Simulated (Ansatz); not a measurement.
# CH₃Al+ (doublet): wave-function methods side by side, cc-pVDZ

An exercise on one series of results from a longer session: the logs are not shown, and one member is left open.

Computed with Ansatz 0.2.0, Gaussian basis. Level: cc-pVDZ, core rule «outside noble gas», up to 6 orbitals frozen.

Plan: UHF; CCSD(T) on ROHF; CCSD(T) on UHF; BCCD(T) on ROHF; CISD; CCSDT(Q) on ROHF; CCSDT(Q) on UHF.

10 further runs of the same task are left out: 6 for a known fault of the program, 4 set aside as unsound or not needed.

## The system

The geometry is a PBE0/def2-TZVP stationary point (not a proven minimum) of the parent state, kept for this charge and spin.

5 atoms, charge 1, spin multiplicity 2.

Atoms are counted from 1 here; the program's logs count them from 0.

Bond lengths: Al1–C2 1.988 Å, C2–H3 1.098 Å, C2–H4 1.098 Å, C2–H5 1.098 Å. Angles: Al1–C2–H3 111.8°, Al1–C2–H4 111.8°, Al1–C2–H5 111.8°, H3–C2–H4 107.0°, H3–C2–H5 107.0°, H4–C2–H5 107.0°.

The first run:

The input, in.yaml:

```yaml
crystal:
  periodic: [false, false, false]
  atoms:
    - {symbol: Al, position_ang: [-0.740755, 0.006434, 0.005001]}
    - {symbol: C, position_ang: [1.247385, -0.010835, -0.008422]}
    - {symbol: H, position_ang: [1.646285, -1.033829, -0.006127]}
    - {symbol: H, position_ang: [1.665515, 0.499669, 0.869187]}
    - {symbol: H, position_ang: [1.653518, 0.491031, -0.896583]}
basis:
  gaussian: {orbitals: cc-pVDZ}
total_charge: 1
magnetization: {spin_polarized: true, initial_magnetization: 1}
hamiltonian: {xc: hf}
output: {orbitals: {seedname: orbitals}}
```

On the command line:

```sh
> ansatz run in.yaml --threads 1 --pin off --events-out ev --progress --plain --max-ram 2816MiB --backend cpu
```

Steps of the session up to this table: UHF; CCSD(T) on ROHF; CCSD(T) on UHF; BCCD(T) on ROHF; CISD; CCSDT(Q) on ROHF; CCSDT(Q) on UHF.

One of the session's tables, all rows but one given; the rest of the session is left out.

| method | from UCCSDT(Q) (meV) |
| --- | --- |
| ROHF | ? |
| UHF | +5533.8 |
| RMP2 | +881.5 |
| UMP2 | +890.5 |
| CISD | +530.1 |
| RCCSD | +189.3 |
| UCCSD | +177.4 |
| RCCSD(T) | +28.0 |
| UCCSD(T) | +27.6 |
| BCCD(T) | +27.9 |
| RCCSDT | +10.0 |
| UCCSDT | +8.7 |
| RCCSDT(Q) | +0.9 |
| UCCSDT(Q) | 0 |

Q: Estimate the row for ROHF from the others.

**Answer.** from UCCSDT(Q) (meV): +5664.9. In the column «from UCCSDT(Q) (meV)» it is the highest.

To keep in mind: Restricted and unrestricted rows rest on different reference determinants; where their highest levels disagree by more than a few hundredths of an eV, they describe different states and don't form one ladder.
